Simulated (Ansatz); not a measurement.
# CH2Al (quartet): wave-function methods side by side, cc-pVTZ

An exercise on one series of results from a longer session: the logs are not shown, and one member is left open.

The runs use Ansatz 0.2.0, Gaussian basis; cc-pVTZ, core rule «outside noble gas», up to 6 orbitals frozen.

To be run: UHF; CCSD(T) on ROHF; CCSD(T) on UHF; BCCD(T) on ROHF; CCSDT(Q) on ROHF; CCSDT(Q) on UHF; CASSCF and MRCISD+Q, 9 electrons in 10 orbitals; CASSCF and NEVPT2, 9 electrons in 10 orbitals.

9 further runs of the same task are left out: 4 for a known fault of the program, 5 set aside as unsound or not needed.

## What is computed

The geometry is a PBE0/def2-TZVP stationary point (not a proven minimum) of the parent state, kept for this charge and spin.

4 atoms, charge 0, spin multiplicity 4.

Atoms are counted from 1 here; the program's logs count them from 0.

Bond lengths: Al1–C2 1.970 Å, Al1–H3 1.584 Å, Al1–H4 1.584 Å. Angles: C2–Al1–H3 117.4°, C2–Al1–H4 117.4°, H3–Al1–H4 125.1°.

Geometry (Å):

```
Al    0.0000    0.0000    0.5411
C     0.0000    0.0000   -1.4289
H     0.0000    1.4055    1.2709
H     0.0000   -1.4055    1.2709
```

The first run:

File in.yaml:

```yaml
crystal:
  periodic: [false, false, false]
  atoms:
    - {symbol: Al, position_ang: [0.000000, 0.000000, 0.541126]}
    - {symbol: C, position_ang: [0.000000, 0.000000, -1.428933]}
    - {symbol: H, position_ang: [0.000000, 1.405499, 1.270943]}
    - {symbol: H, position_ang: [0.000000, -1.405499, 1.270943]}
basis:
  gaussian: {orbitals: cc-pVTZ}
magnetization: {spin_polarized: true, initial_magnetization: 3}
hamiltonian: {xc: hf}
output: {orbitals: {seedname: orbitals}}
```

Run with:

```console
$ ansatz run in.yaml --threads 1 --pin off --events-out ev --progress --plain --max-ram 4096MiB --backend cpu
```

Steps of the session up to this table: UHF; CCSD(T) on ROHF; CCSD(T) on UHF; BCCD(T) on ROHF; CCSDT(Q) on ROHF; CCSDT(Q) on UHF; CASSCF and MRCISD+Q, 9 electrons in 10 orbitals; CASSCF and NEVPT2, 9 electrons in 10 orbitals.

One table of the session follows, with a row left open; its other results are not shown here.

```
          method  from UCCSDT(Q) (kcal/mol)
            ROHF                    +122.54
             UHF                          ?
            RMP2                     +24.79
            UMP2                     +24.66
           RCCSD                      +4.26
           UCCSD                      +4.20
        RCCSD(T)                      +0.86
        UCCSD(T)                      +0.82
         BCCD(T)                      +0.82
          RCCSDT                      +0.17
          UCCSDT                      +0.13
       RCCSDT(Q)                      +0.05
       UCCSDT(Q)                          0
  CASSCF valence                     +88.60
  NEVPT2 valence                     +23.48
  MRCISD valence                      +6.50
MRCISD+Q valence                      +1.17
```

Estimate the missing values for UHF.

The run gave: from UCCSDT(Q) (kcal/mol): +121.49. In the column «from UCCSDT(Q) (kcal/mol)» it lies between CASSCF valence (+88.60) and ROHF (+122.54).

Among the levels timed on like hardware and quicker than the yardstick, those that no quicker one beats, quickest first: BCCD(T) (3.2 s, +0.82 kcal/mol); UCCSD(T) (7 s, +0.82 kcal/mol); RCCSDT(Q) (9 s, +0.05 kcal/mol).

To keep in mind: Of the multireference levels listed MRCISD+Q valence comes nearest in total energy (+1.17 kcal/mol), which doesn't show that its space is the better one. Restricted and unrestricted rows rest on different reference determinants; where their highest levels disagree by more than a few hundredths of an eV, they describe different states and don't form one ladder.
